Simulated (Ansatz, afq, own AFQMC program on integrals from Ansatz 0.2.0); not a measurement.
# BSiH3, triplet: AFQMC among the cluster methods

```yaml
atoms:
  - { symbol: Si, position_ang: [0.0000, -0.0859, 0.5958] }
  - { symbol: B, position_ang: [0.0000, 0.0900, -1.3330] }
  - { symbol: H, position_ang: [0.0000, 1.0950, 1.5177] }
  - { symbol: H, position_ang: [0.0000, 1.2016, -1.7784] }
  - { symbol: H, position_ang: [0.0000, -0.8671, -2.0435] }
```

Connectivity, by distances: SiH–BH2.

Basis cc-pVDZ. Only valence electrons are correlated. Integrals, coupled cluster, full CI and functionals: Ansatz 0.2.0; the random walks run on the same integrals in our own AFQMC program. ph-AFQMC/CISD is guided by a CISD state made of CCSD amplitudes; releasing the constraint for a short imaginary time cuts its bias at the price of noise, slowly where states lie close. ± is one standard error of the sampling.

Determinant: UHF, the one that the program's search chose, which needn't be the lowest solution. The geometry is a point of a scan.

No full CI on the walks' own integrals is used here; CCSDT(Q) serves as the reference and is uncertain by about the last step of the cluster series.

Cautions: lower spins were not checked; the released energies are still falling, so no released level is given (meV from the phaseless value at times in 1/Eh: -4 ± 9 at 0.24, -9 ± 10 at 0.51, 0 ± 10 at 0.99, -2 ± 12 at 1.62, -42 ± 15 at 2.40), though the last usable value meets CCSDT(Q) within the noise.

```
T1 diagnostic                               : 0.0246
weight of the determinant in the CISD state : 0.883
⟨S²⟩ of the determinant                     : 2.008
size of the correlated space                : 10 electrons in 41 orbitals
```

Reference: CCSDT(Q), correlation energy -5.312 eV.

```tsv
level	E − E(reference) (meV)	share of correlation (%)
HF	5311.5	0.00
MP2	1195.8	77.49
CCSD	184.9	96.52
CCSD(T)	41.7	99.21
CCSDT	6.7	99.87
ph-AFQMC/HF	-60.2 ± 30.7	101.13
ph-AFQMC/CISD	16.4 ± 8.6	99.69
```

A walk keeps the symmetry of its determinant, which the program's search chose and which needn't be the lowest solution, so a lower state of the same spin and another symmetry isn't excluded.
